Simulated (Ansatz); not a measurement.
Palladium, fcc: convergence with Fermi-Dirac smearing

Computed with Ansatz, r²SCAN, scalar-relativistic PAW, on the relaxed cell (a = 3.914 Å; ferromagnetic, net 0.41 μB per atom). Errors count from a run at 500 eV on a Γ-centred 23×23×23 mesh with Fermi-Dirac smearing of 0.05 eV, extrapolated to zero width. Fixed here: cutoff 500 eV, mesh 14×14×14.

| width (eV) | E(σ→0) error (meV/atom) | F error (meV/atom) | P (GPa) | sphere moment (μB) | SCF iterations |
| --- | --- | --- | --- | --- | --- |
| 0.01 | 1.6 | 1.3 | -0.05 | 0.50 | 11 |
| 0.03 | 1.5 | -0.5 | -0.02 | 0.50 | 11 |
| 0.1 | 2.5 | -21.2 | 0.09 | 0.42 | 16 |
| 0.2 | -3.0 | -96.9 | 0.34 | 0.00 | 21 |
| 0.3 | -28.9 | -201.6 | 1.09 | 0.00 | 18 |
| 0.6 | -109.0 | -640.1 | 4.74 | 0.00 | 19 |
| 1.0 | -229.5 | -1507.7 | 12.41 | 0.00 | 18 |
